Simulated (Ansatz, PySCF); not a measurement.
This Ansatz (a program for electronic structure) input computes a BLYP/def2-TZVPD energy:

Ansatz 0.2 input:
```yaml
crystal:
  periodic: [false, false, false]
  atoms:
    - {symbol: O, position_ang: [-0.00000000, -0.00000000, -0.67368277]}
    - {symbol: O, position_ang: [0.00000000, 0.00000000, 0.67368277]}
basis:
  gaussian:
    orbitals: def2-TZVPD
hamiltonian:
  xc: {name: BLYP}
total_charge: -1
magnetization: {spin_polarized: true, initial_magnetization: 1}
output: {forces: true}
```

Write an input for the same energy in PySCF and say what it gives.


```python
from pyscf import gto, scf, dft

mol = gto.M(
    atom='''
    O    -0.00000000   -0.00000000   -0.67368277
    O     0.00000000    0.00000000    0.67368277
    ''',
    basis='def2-tzvpd',
    charge=-1,
    spin=1,
    symmetry='D2h',
    verbose=4,
)

mf = dft.UKS(mol, xc='blyp').density_fit(auxbasis='def2-universal-jkfit')
mf.grids.level = 3
mf.conv_tol = 1e-9
mf.max_cycle = 100
mf.max_memory = 1500
mf.kernel()
if not mf.converged:
    mf = mf.newton()
    mf.kernel(mf.make_rdm1())
mf.analyze()
```
It gives -150.40708 Eh, and Ansatz -150.40699 Eh, a difference of 0.09 mEh, from the treatment of integrals and grids.
